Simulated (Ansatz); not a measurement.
fcc Pt, relaxed in Ansatz (plane waves) with several semilocal functionals. Each gives its own volume and its own bulk modulus:

| level | V0 (Å³/atom) | bulk modulus B0 (GPa) | ln V0 | ln B0 |
|---|---|---|---|---|
| LDA | 14.761 | 306.8 | 2.6920 | 5.7262 |
| PBE-D3(BJ) | 15.158 | 276.0 | 2.7185 | 5.6204 |
| r²SCAN-D4 | 15.173 | 280.0 | 2.7195 | 5.6348 |
| PBE | 15.645 | 247.9 | 2.7502 | 5.5130 |
| revPBE | 15.836 | 234.8 | 2.7623 | 5.4587 |
| RPBE | 15.914 | 229.6 | 2.7672 | 5.4363 |

Fit a straight line to ln B0 against ln V0. What does it predict for PBEsol, whose volume is 15.039 Å³/atom?

With x = ln V0 and y = ln B0: means 2.73495 and 5.56490; Σ(Δx Δy) = -0.01676, Σ(Δx²) = 0.004375, so the slope is -3.83. At x = 2.7106 the line gives y = 5.56490 + (-3.83) × (2.7106 − 2.73495) = 5.6582, or 286.6 GPa. The run with PBEsol gives 287.1 GPa, +0.2 % from the line. The rows used scatter about it by up to 1.1 %, while the largest value lies 34 % above the smallest. For comparison, PBE's own equation of state has B′ = 5.5, the slope −d ln B/d ln V at a fixed functional; the two needn't agree, since functionals also differ at one volume.

Measured: 289 GPa (measured, corrected for temperature and zero-point phonon effects; as tabulated in Levämäki et al. (2014), arXiv:1402.3671).

The crystal itself was run without spin with LDA, PBEsol, PBE-D3(BJ), r²SCAN-D4, PBE, revPBE, RPBE; a magnetic state was not tried in these runs.

Ansatz's density-functional and Hartree–Fock values are scalar-relativistic unless marked +SOC, with PAW data made under PBE.

Ansatz is a program for electronic structure.
